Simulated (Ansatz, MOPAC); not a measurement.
System: propane, C₃H₈, charge 0, multiplicity 1. SMILES: CCC

Atoms: C1, C2, C3, H4, H5, H6, H7, H8, H9, H10, H11. Bonds: C1-C2, C1-C3, C1-H4, C1-H5, C2-H6, C2-H8, C2-H9, C3-H7, C3-H10, C3-H11.

Bond lengths (Å) and angles (degrees) optimised at AM1 with MOPAC; PM6 with MOPAC; PM7 with MOPAC; HF/3-21G with Ansatz (a quantum-chemistry and plane-wave program); HF/6-31G* with Ansatz; PBE/6-31G* with Ansatz, each started from the B3LYP-D3(BJ)/def2-TZVP structure (Ansatz) of the last column. A row stands for all coordinates that are equal there; 7 of 11 kinds are shown. 6-31G* holds six Cartesian d functions. No wavenumbers were computed at PBE/6-31G*, so these may be saddle points.

```tsv
coordinate	AM1	PM6	PM7	HF/3-21G	HF/6-31G*	PBE/6-31G*	B3LYP-D3(BJ)/def2-TZVP
C1-C2	1.507	1.528	1.529	1.541	1.528	1.533	1.526
C1-H4	1.122	1.108	1.107	1.085	1.087	1.107	1.094
C2-H6	1.117	1.095	1.095	1.084	1.086	1.104	1.092
C2-H8	1.117	1.096	1.096	1.085	1.087	1.105	1.093
C2-C1-C3	111.8	112.1	111.2	111.6	112.8	112.9	112.8
C2-C1-H4	109.5	109.7	109.9	109.5	109.4	109.4	109.4
C1-C2-H6	110.4	111.3	111.3	111.2	111.3	111.7	111.6
```

Mean signed difference of all 10 bond lengths from B3LYP-D3(BJ)/def2-TZVP: AM1 0.016 Å, PM6 0.005 Å, PM7 0.005 Å, HF/3-21G -0.004 Å, HF/6-31G* -0.005 Å, PBE/6-31G* 0.011 Å.
